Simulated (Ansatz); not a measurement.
Density of states of Si$_{3}$N$_{4}$ (Fd-3m, a = 7.744 Å, b = 7.744 Å, c = 7.744 Å, α = 90.00°, β = 90.00°, γ = 90.00°), in states per eV and primitive cell, averaged over bins of 0.4 eV. Theory: Ansatz 0.2.0, DFT PBEsol, scalar-relativistic, plane waves, PAW.

Settings: cutoff 420 eV, Γ-centred mesh 6×6×6 on the computed 14-atom cell, Gaussian smearing of 0.02 eV; no spin polarisation.

The cell is relaxed at this level. The states (both spins) are summed by tetrahedra on a 9×9×9 mesh at the self-consistent density. Energies are bin centres; the table starts no lower than −8 eV and ends at 6 eV, or lower where the solved bands end.

The gap is 3.29 eV at this level, with the zero inside it.

```tsv
E − E_F (eV)	total	N 2p	Si 3p	Si 3s	N 2s
-7.85	5.23	3.31	1.18	0.32	0.38
-7.45	4.29	2.73	0.91	0.29	0.33
-7.05	2.85	1.85	0.60	0.18	0.20
-6.65	4.96	3.27	1.06	0.29	0.29
-6.25	5.89	3.99	1.39	0.22	0.24
-5.85	4.21	2.92	0.87	0.16	0.21
-5.45	5.31	3.83	1.00	0.17	0.23
-5.05	6.38	4.69	1.12	0.16	0.29
-4.65	5.82	4.39	0.98	0.12	0.23
-4.25	4.85	3.76	0.76	0.10	0.16
-3.85	9.28	7.62	1.12	0.16	0.18
-3.45	5.97	4.97	0.61	0.11	0.14
-3.05	5.50	4.69	0.45	0.07	0.14
-2.65	7.86	6.98	0.52	0.04	0.12
-2.25	8.18	7.52	0.33	0.02	0.07
-1.85	5.64	5.28	0.18	0.01	0.02
-1.45	0.00	0.00	0.00	0.00	0.00
-1.05	0.00	0.00	0.00	0.00	0.00
-0.65	0.00	0.00	0.00	0.00	0.00
-0.25	0.00	0.00	0.00	0.00	0.00
0.15	0.00	0.00	0.00	0.00	0.00
0.55	0.00	0.00	0.00	0.00	0.00
0.95	0.00	0.00	0.00	0.00	0.00
1.35	0.00	0.00	0.00	0.00	0.00
1.75	0.12	0.01	0.05	0.04	0.02
2.15	0.50	0.04	0.21	0.14	0.07
2.55	0.85	0.08	0.35	0.21	0.10
2.95	1.27	0.13	0.53	0.30	0.15
3.35	1.89	0.20	0.79	0.41	0.21
3.75	2.40	0.29	1.02	0.44	0.26
4.15	3.03	0.39	1.38	0.42	0.31
4.55	3.40	0.49	1.52	0.42	0.33
4.95	4.11	0.62	1.59	0.71	0.44
5.35	4.02	0.66	1.19	0.98	0.48
5.75	2.63	0.35	0.44	0.81	0.46
```

The columns after the total are the Löwdin projections on the occupied valence shells of the potentials. The rest of the total lies in shells that are empty in the free atom, which aren't projected, and between the atoms.

This form isn't the usual stable structure of the compound.

Cost: 1 run of about 0.75 core-minutes, on Intel Xeon Platinum 8488C (Sapphire Rapids) (shared hosts).